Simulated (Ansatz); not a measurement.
# AlSiHF (quartet): from a generated start to a stationary point

Aim: relax a generated start of AlSiHF (quartet) and see which bonds hold.

The runs use Ansatz 0.2.0, Gaussian basis; UKS PBE0/def2-TZVP.

### Step 1. The starting structure

4 atoms, charge 0, spin multiplicity 4.

Atoms are counted from 1 here; the program's logs count them from 0.

Bond lengths: F1–Al2 1.673 Å, Al2–Si3 2.350 Å, Al2–H4 1.566 Å. Angles: F1–Al2–Si3 128.8°, F1–Al2–H4 97.9°, Si3–Al2–H4 133.2°.

The start was built by rule and, where that kept it together, relaxed with GFN2-xTB. Sticks and bond lists go by distance. 

### Step 2. Relaxation

in.yaml

```yaml
crystal:
  periodic: [false, false, false]
  atoms:
    - {symbol: F, position_ang: [-1.914433, -0.172084, -0.007173]}
    - {symbol: Al, position_ang: [-0.402298, 0.543963, 0.009559]}
    - {symbol: Si, position_ang: [1.712743, -0.479324, -0.005663]}
    - {symbol: H, position_ang: [-0.870537, 2.038250, 0.037111]}
basis:
  gaussian: {orbitals: def2-TZVP}
magnetization: {spin_polarized: true, initial_magnetization: 3}
hamiltonian: {xc: pbe0}
relax: {f_tol: 0.004, max_steps: 80}
```

Started as:

```sh
ansatz run in.yaml --threads 1 --pin off --events-out ev --progress --plain --max-ram 2176MiB
```

What does the calculation give? Wanted: energy gained; shift from the start; total energy; dipole moment; ⟨S²⟩.

**Answer**, as computed:

| quantity | value |
| --- | --- |
| steps | 5 |
| energy gained | 0.205 eV |
| shift from the start (rms) | 0.161 Å |
| total energy | -17199.1126 eV |
| dipole moment | 1.31 D |
| ⟨S²⟩ | 3.751 |

In words: The bonds of the start are those of the end. Al2–Si3 went from 2.350 to 2.392 Å. No vibrations were run, so this is a stationary point, not a proven minimum, and this spin need not be the ground state's.
